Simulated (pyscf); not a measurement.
Structures and frequencies: ωB97X-D3(BJ)/def2-SVP in PySCF.

Task: Estimate by transition-state theory the rate constant of H₂N–SiH(OH)–OH + hydrogen (H₂) → HO–SiH₂–OH + ammonia (NH₃) (singlet surface; N–Si, H–H broken, H–Si, H–N formed) at 600 K, with ωB97M-D3(BJ)/def2-TZVP energies (ideal gas, 1 atm, RRHO with modes under 100 cm⁻¹ raised to 100, one conformer, R ln 2 for chiral ones without a mode under 150 cm⁻¹; no tunnelling).

Result: The electronic barrier is 43.7 kcal/mol and the thermal terms add +22.1, so ΔG‡ = 65.8 kcal/mol. With k_BT/h = 1.25e+13 s⁻¹ and RT = 1.192 kcal/mol, and a volume of 8.18e-20 cm³ per molecule at 1 atm, k = 1.1e-30 cm³ molecule⁻¹ s⁻¹. Wigner's tunnelling factor for 1021i cm⁻¹ would be 1.25. A shift of 1 kcal/mol in the barrier changes k by a factor 2.3. One saddle was located; it need not be the lowest between these sides.
